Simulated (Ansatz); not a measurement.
```yaml
crystal:
  periodic: [false, false, false]
  atoms:
    - {symbol: N, position_ang: [-0.004132, -1.846916, -0.470830]}
    - {symbol: C, position_ang: [0.279977, -0.620889, 0.130346]}
    - {symbol: F, position_ang: [1.605468, -0.200414, -0.083092]}
    - {symbol: O, position_ang: [-0.552668, 0.328073, -0.435869]}
    - {symbol: C, position_ang: [-0.489215, 1.581956, 0.133424]}
    - {symbol: F, position_ang: [-1.098155, 1.580868, 1.367329]}
    - {symbol: H, position_ang: [0.588856, -2.583263, -0.117523]}
    - {symbol: H, position_ang: [0.065246, -1.787627, -1.478638]}
    - {symbol: H, position_ang: [0.174063, -0.673332, 1.217423]}
    - {symbol: H, position_ang: [0.542231, 1.912913, 0.279579]}
    - {symbol: H, position_ang: [-1.046171, 2.251931, -0.521550]}
basis:
  gaussian: {orbitals: x2c-TZVPPall, final_grid: {core_spheres: 8, valence_spheres: 7, degree: 23}}
total_charge: 1
magnetization: {spin_polarized: true, initial_magnetization: 1}
hamiltonian: {xc: {name: r2SCAN}}
correlation: {method: rpa}
scf: {lower_state_search: full}
```

```sh
$ ansatz run in.yaml --threads 4 --pin off --events-out ev --progress --plain --max-ram 10444MiB
```

Output, abridged:

```
Functional definition: r2SCAN
1597 factors; integrals over basis functions are off by at most 1.1e-3 eV
mean field evaluation 1: about -11109.0468 eV, gradient 6.2e1 eV
mean field evaluation 2: about -11109.0313 eV, gradient 6.2e1 eV
mean field evaluation 4: about -11116.9337 eV, gradient 3.4e1 eV
mean field evaluation 8: about -11122.6125 eV, gradient 1.1e1 eV
mean field evaluation 16: about -11123.2421 eV, gradient 9.6e-1 eV
mean field evaluation 32: about -11123.0417 eV, gradient 3.3e0 eV
mean field evaluation 96: about -11123.2526 eV, gradient 2.5e-1 eV
mean field -11123.25305413 eV, -408.7720101277 hartree, gradient 1.4e-6 eV, S^2 0.755363; 9 other end points of the search recorded, 0 dependent functions left out
6 core orbitals not correlated: weight in the atoms' cores, before any rotation towards them, 1.000 or more for the frozen orbitals, at most 0.000 for the correlated occupied ones
reference -11070.50717976 eV, -406.8336349970 hartree; 19, 18 occupied and 231, 232 virtual orbitals, 1597 factors
Total energy: -11122.80195060 eV, -408.7554323787 hartree
Relativity: scalar
```

It took 30 s on 4 threads of an Intel Xeon Platinum 8488C on a shared host, with 0.89 GiB of host memory at the peak.
